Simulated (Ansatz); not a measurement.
C2H4ClF, SMILES `FCCCl`. Total charge 0; spin multiplicity 1. The structure was optimised at the PBE0-D4/def2-TZVP level. It is one conformer, not always the lowest.

```xyz
8

F    -1.188   -0.954   -0.992
C    -0.498    0.164   -0.570
C     0.444   -0.244    0.536
Cl    1.343    1.184    1.089
H    -1.219    0.904   -0.214
H     0.053    0.575   -1.420
H     1.167   -0.980    0.183
H    -0.101   -0.649    1.387
```

What is the dipole moment at r2SCAN/def2-TZVPP? (Best estimate.)

Ansatz gave: 0.13 D, with components (-0.03, -0.12, 0.01) D in this frame, pointing from negative to positive charge.

And with PBE, B3LYP, ωB97M-V? (An estimate is asked.)

The calculation gave: PBE 0.10 D, B3LYP 0.07 D, ωB97M-V 0.07 D.

Give the Mulliken charges with r2SCAN, ωB97M-V, B3LYP in def2-TZVPP. (Estimate.)

The calculation gave: 
| atom | r2SCAN | ωB97M-V | B3LYP |
| --- | --- | --- | --- |
| F1 | -0.24 | -0.23 | -0.25 |
| C2 | 0.16 | 0.03 | 0.08 |
| C3 | 0.01 | -0.16 | -0.09 |
| Cl4 | -0.17 | -0.12 | -0.16 |
| H5 | 0.05 | 0.11 | 0.09 |
| H6 | 0.05 | 0.11 | 0.09 |
| H7 | 0.08 | 0.14 | 0.12 |
| H8 | 0.08 | 0.14 | 0.12 |

B3LYP here is the variant with VWN-RPA as its local correlation; programs differ in this.
